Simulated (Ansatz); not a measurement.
Volume per atom of some solids

Method: rVV10 (PAW; Ansatz, a first-principles code). References are measured values corrected to a static lattice or taken at low temperature (these still hold zero-point motion). The table is a random draw of 8 from 17 solids with such references.

Values in Å³/atom.

| solid | reference | rVV10 | error (%) |
|---|---|---|---|
| antiferromagnetic (type II) rock-salt MnS | 17.57 | 17.18 | -2.2 |
| hcp Mg | 22.65*¶ | 22.50 | -0.7 |
| hcp Re | 14.62*¶ | 15.29 | +4.6 |
| body-centred tetragonal In | 25.70*¶ | 28.11 | +9.4 |
| hcp Co | 10.96*¶ | 11.02 | +0.5 |
| hcp Zr | 23.18*¶ | 23.66 | +2.1 |
| hcp Hf | 22.30*¶ | 22.63 | +1.5 |
| wurtzite ZnO | 11.89 | 12.40 | +4.3 |

Over these 8 solids the mean error is +2.4 %, the mean absolute error 3.2 % (median 2.1 %), and the worst case body-centred tetragonal In at +9.4 %; the value is above the reference in 6 of 8 cases. Over all 17, from unrounded values, the mean error is +3.4 % and the mean absolute error 4.1 % (median 3.5 %).

A star marks references brought to a static lattice; the others are low-temperature values that still hold zero-point motion, which matters most for light elements.

Spin–orbit coupling is left out, also for the solids with elements from indium on (hcp Re, body-centred tetragonal In, hcp Hf); its size isn't shown.

¶ marks references of a special kind: hcp Mg, 22.65 Å³/atom (measured, copied from a table, unchecked, extrapolated to 0 K and zero-point effects removed; as tabulated in Lejaeghere et al. (2013), arXiv:1204.2733); hcp Re, 14.62 Å³/atom (measured, copied from a table, unchecked, extrapolated to 0 K and zero-point effects removed; as tabulated in Lejaeghere et al. (2013), arXiv:1204.2733); body-centred tetragonal In, 25.70 Å³/atom (measured, copied from a table, unchecked, extrapolated to 0 K and zero-point effects removed; as tabulated in Lejaeghere et al. (2013), arXiv:1204.2733); hcp Co, 10.96 Å³/atom (measured, copied from a table, unchecked, extrapolated to 0 K and zero-point effects removed; as tabulated in Lejaeghere et al. (2013), arXiv:1204.2733); hcp Zr, 23.18 Å³/atom (measured, copied from a table, unchecked, extrapolated to 0 K and zero-point effects removed; as tabulated in Lejaeghere et al. (2013), arXiv:1204.2733); hcp Hf, 22.30 Å³/atom (measured, copied from a table, unchecked, extrapolated to 0 K and zero-point effects removed; as tabulated in Lejaeghere et al. (2013), arXiv:1204.2733).

Differences are worked out from the printed values.

Ansatz's density-functional and Hartree–Fock values are scalar-relativistic unless marked +SOC, with PAW data made under PBE.

Ansatz's runs of these crystals have no spin polarisation, but for antiferromagnetic (type II) rock-salt MnS, hcp Co.

Density-functional runs with spin start from opposed moments for antiferromagnetic (type II) rock-salt MnS, parallel moments for hcp Co.

Not in this set, of the solids of all kinds but layered and molecular ones with a reference value in our tables and a result at some level: 299 for a reference at room or unstated temperature; 117 for a cell known from the COD alone; 46 for a published cell of unstated conditions; 5 for a high-temperature or high-pressure phase; 3 for no value at rVV10 (not run, a failed fit, an unstable or unbound cell, or a value held back for tests). These can be a level's best or worst cases. At least 150 more with a reference value are held back for tests. Solids without a released value at any level aren't counted. Cubic solids are told by their lattice constant and aren't counted here. The metals Ce to Yb are counted apart.

References as tabulated in Lejaeghere et al. (2013), arXiv:1204.2733; PSI, practical course at SINQ: magnetic order in MnS; arXiv:1206.3780.
